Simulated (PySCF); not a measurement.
Working out the ionisation energy of Ar

Ar [Ar] (1S) → Ar⁺ [Ne] 3s2 3p5 (2P). All numbers are calculated (PySCF 2.14, the non-relativistic Hamiltonian (point nucleus), in def2-TZVPPD). Frozen: 1s2. Energies in hartree (1 hartree = 27.21139 eV):

```
            part   Ar (lower)  Ar⁺ (upper)
             UHF  -526.803069  -526.267638
CCSD correlation    -0.388067    -0.352800
             (T)    -0.008530    -0.006699
```

**Question.** What does Hartree-Fock give?

**Answer.** (-526.267638) − (-526.803069) = 0.535431 hartree = 14.570 eV.

**Question.** What do CCSD and CCSD(T) give?

**Answer.** The CCSD correlation energies differ by 0.035267 hartree = 0.960 eV and the triples by 0.001831 hartree = 0.050 eV, so CCSD gives 15.530 eV and CCSD(T) 15.580 eV.

Measured between the centres of the two terms (NIST): 15.819 eV, so CCSD(T) (valence and next inner shell) is off by -0.239 eV.

What remains against the reference includes basis incompleteness, the frozen core and higher excitations.
